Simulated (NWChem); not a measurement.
Everything below was run with NWChem. System: S, charge 2, spin multiplicity 3. Its SCF solution wasn't tested for a lower state. Level: UMP2/def2-TZVPD, 5 core orbitals frozen.

Job file:

```
start mol
memory heap 200 mb stack 900 mb global 1100 mb
charge 2
geometry units angstroms nocenter noautoz
  S      0.000000     0.000000     0.000000
  symmetry group D2h
end
basis spherical
  * library def2-tzvpd
end
scf
  uhf
  nopen 2
  maxiter 100
  thresh 1e-7
  semidirect memsize 60000000 filesize 0
  # guess.movecs holds the orbitals of an unrestricted PBE0 run
  vectors input guess.movecs output mol.movecs
end
mp2
  freeze core 5
end
task mp2 energy
```

Part of the output:

```
             Northwest Computational Chemistry Package (NWChem) 7.3.0
             --------------------------------------------------------

                                NWChem Input Module
                                -------------------

 Scaling coordinates for geometry "geometry" by  1.889725989
 (inverse scale =  0.529177249)

                             Geometry "geometry" -> ""
                             -------------------------

 Output coordinates in angstroms (scale by  1.889725989 to convert to a.u.)

  No.       Tag          Charge          X              Y              Z
 ---- ---------------- ---------- -------------- -------------- --------------
    1 S                   16.0000     0.00000000     0.00000000     0.00000000

 Effective nuclear repulsion energy (a.u.)       0.0000000000

            Nuclear Dipole moment (a.u.)
            ----------------------------
        X                 Y               Z
 ---------------- ---------------- ----------------
     0.0000000000     0.0000000000     0.0000000000

      Symmetry information
      --------------------

 Group name             D2h
 Group number             26
 Group order               8
 No. of unique centers     1

      Symmetry unique atoms

     1


 Summary of "ao basis" -> "" (spherical)
 ------------------------------------------------------------------------------
       Tag                 Description            Shells   Functions and Types
 ---------------- ------------------------------  ------  ---------------------
 *                         def2-tzvpd                 on all atoms

 Summary of "ao basis" -> "ao basis" (spherical)
 ------------------------------------------------------------------------------
       Tag                 Description            Shells   Functions and Types
 ---------------- ------------------------------  ------  ---------------------
 S                         def2-tzvpd               16       46   6s6p3d1f

                                 NWChem SCF Module
                                 -----------------

  ao basis        = "ao basis"
  functions       =    46
  atoms           =     1
  alpha electrons =     8
  beta  electrons =     6
  charge          =   2.00
  wavefunction    = UHF
  use symmetry    = T
  symmetry adapt  = T

 Summary of "ao basis" -> "ao basis" (spherical)
 ------------------------------------------------------------------------------
       Tag                 Description            Shells   Functions and Types
 ---------------- ------------------------------  ------  ---------------------
 S                         def2-tzvpd               16       46   6s6p3d1f

      Symmetry analysis of basis
      --------------------------

        ag         12
        au          1
        b1g         3
        b1u         8
        b2g         3
        b2u         8
        b3g         3
        b3u         8

 Forming initial guess at       0.1s

   Symmetry analysis of molecular orbitals - initial alpha
   -------------------------------------------------------

  Numbering of irreducible representations:

     1 ag          2 au          3 b1g         4 b1u         5 b2g
     6 b2u         7 b3g         8 b3u

  Orbital symmetries:

     1 ag          2 ag          3 b2u         4 b3u         5 b1u
     6 ag          7 b3u         8 b1u         9 b2u        10 b2g
    11 ag         12 b1g        13 b3g        14 ag         15 ag
    16 b1u        17 b3u        18 b2u

   Symmetry analysis of molecular orbitals - initial beta
   ------------------------------------------------------

  Numbering of irreducible representations:

     1 ag          2 au          3 b1g         4 b1u         5 b2g
     6 b2u         7 b3g         8 b3u

  Orbital symmetries:

     1 ag          2 ag          3 b2u         4 b3u         5 b1u
     6 ag          7 b2u         8 b3u         9 b1u        10 ag
    11 b1g        12 b3g        13 ag         14 b2g        15 ag
    16 b2u        17 b1u        18 b3u

 Starting SCF solution at       0.1s

 ----------------------------------------------
         Quadratically convergent UHF

 Convergence threshold     :          1.000E-07
 Maximum no. of iterations :          100
 Integral*density screening:          1.000E-09
 ----------------------------------------------

              iter       energy          gnorm     gmax       time
             ----- ------------------- --------- --------- --------
                 1     -396.3235132338  5.16D-01  2.51D-01      0.2
                 2     -396.3279805831  3.83D-02  1.64D-02      0.3
                 3     -396.3281444980  2.44D-04  9.93D-05      0.3
                 4     -396.3281445069  8.05D-09  3.21D-09      0.3

       Final UHF  results
       ------------------

         Total SCF energy =   -396.328144506937
      One electron energy =   -535.185040976482
      Two electron energy =    138.856896469545
 Nuclear repulsion energy =      0.000000000000

                       Sz =      1.0000
                 Sz(Sz+1) =      2.0000
                      S^2 =      2.0116

        Time for solution =      0.3s

       Symmetry analysis of molecular orbitals - alpha
       -----------------------------------------------

  Numbering of irreducible representations:

     1 ag          2 au          3 b1g         4 b1u         5 b2g
     6 b2u         7 b3g         8 b3u

  Orbital symmetries:

     1 ag          2 ag          3 b3u         4 b1u         5 b2u
     6 ag          7 b3u         8 b1u         9 b2u        10 ag
    11 ag         12 b2g        13 b1g        14 b3g        15 ag
[...]
    20      0.246256  1 S  py                 8     -0.207400  1 S  py

 Vector   10  Occ=0.000000D+00  E=-3.414767D-01  Symmetry=ag
              MO Center= -3.1D-18, -1.5D-16, -2.1D-16, r^2= 5.9D+00
   Bfn.  Coefficient  Atom+Function         Bfn.  Coefficient  Atom+Function
  ----- ------------  ---------------      ----- ------------  ---------------
     6      1.391125  1 S  s                  4     -0.498587  1 S  s
     5     -0.484457  1 S  s                  3      0.202852  1 S  s

 Vector   11  Occ=0.000000D+00  E=-3.212139D-01  Symmetry=ag
              MO Center= -6.5D-17, -7.8D-17, -3.7D-16, r^2= 3.0D+00
   Bfn.  Coefficient  Atom+Function         Bfn.  Coefficient  Atom+Function
  ----- ------------  ---------------      ----- ------------  ---------------
    37      0.461829  1 S  d  0              32      0.395125  1 S  d  0
    39     -0.266637  1 S  d  2              34     -0.228126  1 S  d  2
    27      0.225351  1 S  d  0

                     UHF Final Beta Molecular Orbital Analysis
                     -----------------------------------------

 Vector    4  Occ=1.000000D+00  E=-7.593280D+00  Symmetry=b3u
              MO Center=  2.8D-19,  4.4D-34,  1.1D-37, r^2= 6.8D-02
   Bfn.  Coefficient  Atom+Function         Bfn.  Coefficient  Atom+Function
  ----- ------------  ---------------      ----- ------------  ---------------
     7      0.713179  1 S  px                10      0.351440  1 S  px

 Vector    5  Occ=1.000000D+00  E=-7.593280D+00  Symmetry=b1u
              MO Center=  4.3D-20,  1.4D-22, -1.3D-19, r^2= 6.8D-02
   Bfn.  Coefficient  Atom+Function         Bfn.  Coefficient  Atom+Function
  ----- ------------  ---------------      ----- ------------  ---------------
     9      0.713179  1 S  pz                12      0.351440  1 S  pz

 Vector    6  Occ=1.000000D+00  E=-1.538272D+00  Symmetry=ag
              MO Center=  8.6D-35,  2.5D-35, -6.1D-22, r^2= 8.3D-01
   Bfn.  Coefficient  Atom+Function         Bfn.  Coefficient  Atom+Function
  ----- ------------  ---------------      ----- ------------  ---------------
     4      0.877347  1 S  s                  3     -0.525809  1 S  s
     5      0.343260  1 S  s

 Vector    7  Occ=0.000000D+00  E=-7.718733D-01  Symmetry=b2u
              MO Center=  8.2D-33,  5.2D-22, -2.2D-33, r^2= 1.2D+00
   Bfn.  Coefficient  Atom+Function         Bfn.  Coefficient  Atom+Function
  ----- ------------  ---------------      ----- ------------  ---------------
    17      0.626251  1 S  py                20      0.271087  1 S  py
    14      0.262704  1 S  py                 8     -0.205091  1 S  py

 Vector    8  Occ=0.000000D+00  E=-6.975331D-01  Symmetry=b3u
              MO Center=  2.4D-22,  1.7D-36, -6.3D-36, r^2= 1.3D+00
   Bfn.  Coefficient  Atom+Function         Bfn.  Coefficient  Atom+Function
  ----- ------------  ---------------      ----- ------------  ---------------
    16      0.593092  1 S  px                19      0.317922  1 S  px
    13      0.252906  1 S  px                 7     -0.199523  1 S  px

 Vector    9  Occ=0.000000D+00  E=-6.975331D-01  Symmetry=b1u
              MO Center= -6.9D-33, -7.3D-34, -1.2D-19, r^2= 1.3D+00
   Bfn.  Coefficient  Atom+Function         Bfn.  Coefficient  Atom+Function
  ----- ------------  ---------------      ----- ------------  ---------------
    18      0.593092  1 S  pz                21      0.317922  1 S  pz
    15      0.252906  1 S  pz                 9     -0.199523  1 S  pz

 center of mass
 --------------
 x =   0.00000000 y =   0.00000000 z =   0.00000000

 moments of inertia (a.u.)
 ------------------
           0.000000000000           0.000000000000           0.000000000000
           0.000000000000           0.000000000000           0.000000000000
           0.000000000000           0.000000000000           0.000000000000

  Mulliken analysis of the total density
  --------------------------------------

    Atom       Charge   Shell Charges
 -----------   ------   -------------------------------------------------------
    1 S   16    14.00   2.01  0.50  1.47  1.48  0.57 -0.03  4.14  1.71  0.68  1.29  0.18 -0.00  0.00  0.00 -0.00  0.00

  Mulliken analysis of the alpha density
  --------------------------------------

    Atom       Charge   Shell Charges
 -----------   ------   -------------------------------------------------------
    1 S   16     8.00   1.00  0.25  0.73  0.75  0.27 -0.01  2.11  0.83  0.59  1.30  0.18 -0.00  0.00  0.00 -0.00  0.00

   Mulliken analysis of the beta density
   -------------------------------------

    Atom       Charge   Shell Charges
 -----------   ------   -------------------------------------------------------
    1 S   16     6.00   1.00  0.25  0.73  0.72  0.30 -0.01  2.03  0.89  0.09 -0.00  0.00 -0.00  0.00  0.00 -0.00  0.00

   Mulliken analysis of the spin density
   -------------------------------------

    Atom       Charge   Shell Charges
 -----------   ------   -------------------------------------------------------
    1 S   16     2.00   0.00  0.00 -0.00  0.03 -0.02 -0.00  0.08 -0.06  0.51  1.30  0.18 -0.00 -0.00  0.00  0.00  0.00

       Multipole analysis of the density wrt the origin
       ------------------------------------------------

     L   x y z        total         alpha         beta         nuclear
     -   - - -        -----         -----         ----         -------
     0   0 0 0      2.000000     -8.000000     -6.000000     16.000000

     1   1 0 0     -0.000000     -0.000000     -0.000000      0.000000
     1   0 1 0      0.000000      0.000000      0.000000      0.000000
     1   0 0 1     -0.000000     -0.000000      0.000000      0.000000

     2   2 0 0     -5.516466     -4.241848     -1.274619      0.000000
     2   1 1 0     -0.000000     -0.000000     -0.000000      0.000000
     2   1 0 1     -0.000000     -0.000000     -0.000000      0.000000
     2   0 2 0     -4.063879     -2.635939     -1.427940      0.000000
     2   0 1 1      0.000000      0.000000      0.000000      0.000000
     2   0 0 2     -5.516466     -4.241848     -1.274619      0.000000

                   NWChem MP2 Semi-direct Energy/Gradient Module
                   ---------------------------------------------

  Basis functions       =     46
  Molecular orbitals    =     46
  Frozen core           =      5
  Frozen virtuals       =      0
  Active alpha occupied =      3
  Active beta occupied  =      1
  Active alpha virtual  =     38
  Active beta virtual   =     40
  Use MO symmetry       = T
  Use skeleton AO sym   = T

  AO/Fock/Back tols     =   1.0D-09  1.0D-09  1.0D-09

 GA uses MA = F    GA memory limited = T

 Available:
  local mem=  1.26D+08
 global mem=  1.44D+08
 local disk=  0.00D+00
  mp2_memr nvloc                    38
  nvloc new                    38
   1 passes of   3:        3145728                      10014                    422678.
   1 passes of   3: M    126153352           G      144174968           F     123007624.

 Semi-direct pass number   1 of   1  for UHF alpha       at        0.4s
  vrange nnbf                  1081
  mp2_eaftype                    10  avail_ma_in_mb                  1099
 EAF : mp2_eaftype filesize          10     211339.
  mp2_eaf for mointskh                     10
Node 0 wrote      1.0 Mb in      0.0 s     Agg I/O rate:  2201.4 Mb/s
 Done moints_semi at        0.8s
  mp2_eaftype                    10  avail_ma_in_mb                  1089
 EAF : mp2_eaftype filesize          10     211339.
  mp2_eaf for kh                    10
 Done maket at        0.8s
 Done multipass loop at        0.8s

 GA uses MA = F    GA memory limited = T

 Available:
  local mem=  1.26D+08
 global mem=  1.44D+08
 local disk=  0.00D+00
  mp2_memr nvloc                    40
  nvloc new                    40
   1 passes of   1:        3145728                       6315                    150698.
   1 passes of   1: M    126153352           G      144174968           F     123007624.

 Semi-direct pass number   1 of   1  for UHF beta        at        0.9s
  vrange nnbf                  1081
  mp2_eaftype                    10  avail_ma_in_mb                  1099
 EAF : mp2_eaftype filesize          10      75349.
  mp2_eaf for mointskh                     10
Node 0 wrote      0.3 Mb in      0.0 s     Agg I/O rate:  2148.4 Mb/s
 Done moints_semi at        1.2s
  mp2_eaftype                    10  avail_ma_in_mb                  1089
 EAF : mp2_eaftype filesize          10      75349.
  mp2_eaf for kh                    10
 Done maket at        1.2s
 Done multipass loop at        1.2s

          -------------------------------------------
          SCF energy                -396.328144506937
          Correlation energy          -0.065837755372
          Singlet pairs                0.000000000000
          Triplet pairs                0.000000000000
          Total MP2 energy          -396.393982262309
          -------------------------------------------

          ---------------------------------------------------
                    Spin Component Scaled (SCS) MP2
          Same spin pairs                     -0.010868033829
          Same spin scaling factor             0.333333333333
          Opposite spin pairs                 -0.054969721542
          Opposite spin scaling fact.          1.200000000000
          SCS-MP2 correlation energy          -0.069586343794
          Total SCS-MP2 energy              -396.397730850731
          ---------------------------------------------------

 -----------------------
 Performance information
 -----------------------

 Timer overhead =  1.89D-07 seconds/call

               Nr. of calls         CPU time (s)                 Wall time (s)                GFlops
             ---------------    -------------------     ------------------------------   -------------------
Name         Min   Avg   Max    Min     Avg     Max     Min     Avg     Max   Mx/calls   Min     Max     Sum
mp2: moin     2     2     2   0.76    0.76    0.76     0.76    0.76    0.76    0.38      0.0     0.0     0.0
mp2: make     2     2     2   5.95E-3 5.95E-3 5.95E-3  5.95E-3 5.95E-3 5.95E-3 2.98E-3   0.0     0.0     0.0
mp2: tota     1     1     1   0.84    0.84    0.84     0.84    0.84    0.84    0.84      0.0     0.0     0.0

 The average no. of pstat calls per process was 5.00D+00
 with a timing overhead of 9.45D-07s

 Task  times  cpu:        1.2s     wall:        1.2s

 Total times  cpu:        1.2s     wall:        1.2s
```
